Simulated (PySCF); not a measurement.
# C3H5FO2: the cost of one run

The runs use PySCF 2.14.0, with density-fitted response routines of our own; the level of theory stands in each step. All values are computed, except where a source is named. Atoms are numbered from 0 throughout.

## 1. The starting structure

11 atoms, charge 0, multiplicity 1; geometry from: GFN2-xTB. The atoms were then displaced at random by about 0.01 Å, so the start is not that level's minimum.

Bonds of the start (Å): C0–O1 1.45, O1–C2 1.37, C2–O3 1.37, O3–C4 1.37, C4–F5 1.35, C4–C2 1.44, C0–H6 1.10, C0–H7 1.09, C0–H8 1.07, C2–H9 1.11, C4–H10 1.09.

## 2. Optimising the geometry at PBE0-D3(BJ)/def2-SVP

The job: settings as JSON, then the geometry in Å.

```
{"job": {"xc": "PBE0", "basis": "def2-SVP", "d3": "d3bj", "grid": 1, "shake": 0.01, "kind": "geom"}, "charge": 0, "multiplicity": 1}
C      1.742030     0.142360    -0.492580
O      0.588250     0.661720     0.209830
C     -0.415460    -0.259080     0.365350
O     -1.229880    -0.498560    -0.716260
C     -1.789350     0.175560     0.343420
F     -2.692330    -0.483660     1.102720
H      2.441490     0.987230    -0.540820
H      1.452700    -0.132980    -1.511450
H      2.163260    -0.676090     0.051310
H     -0.135420    -1.156710     0.945940
H     -2.087170     1.214380     0.226870
```

Command:

```bash
$ OMP_NUM_THREADS=1 python probes_run.py task.json out
```

This one command runs all jobs of the session in turn.

**Question.** How long does this first job take on 1 thread of Arm Neoverse N1, shared host, and how much memory does it need?

About 51 s, with a peak of 0.44 GiB.
